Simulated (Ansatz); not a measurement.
For chalcopyrite ZnGeAs2, PBEsol (Ansatz, a first-principles code, PAW) gives:

```
Property                    Value
-------------------  ------------
lattice constant a        5.654 Å
lattice parameter c      11.189 Å
bulk modulus B0          68.5 GPa
cohesive energy      3.27 eV/atom
band gap                  0.16 eV
```

Q: What does r²SCAN (Ansatz, PAW) give for the same quantities?

A: 
- lattice constant a: 5.672 Å (rises by 0.3 %)
- lattice parameter c: 11.197 Å (goes up by 0.1 %)
- bulk modulus: 70.0 GPa (rises by 2.2 %)
- cohesive energy: 3.00 eV/atom (falls by 0.27 eV/atom)
- band gap: 0.61 eV (rises by 0.45 eV)

For comparison: band gap 1.15 eV (measured, temperature not stated, no zero-point or thermal correction, direct, sources range from 0.85 to 1.15; as tabulated in Rashkeev et al. (1999), arXiv:cond-mat/9809378).

Changes are worked out from the printed values.

Unless a cell is named, each level is at its own relaxed cell (PBEsol 22.36, r²SCAN 22.51 Å³/atom).

Levels without +SOC have no spin–orbit coupling; where heavier elements are present it shifts gaps, mostly down, and can invert bands. Density-functional gaps are differences of (generalised) Kohn–Sham levels.

Caveats: the bulk modulus is −V dP/dV from two relaxed cells at ±2 % in volume (PBEsol, r²SCAN). Ansatz's density-functional and Hartree–Fock values are scalar-relativistic unless marked +SOC, with PAW data made under PBE.
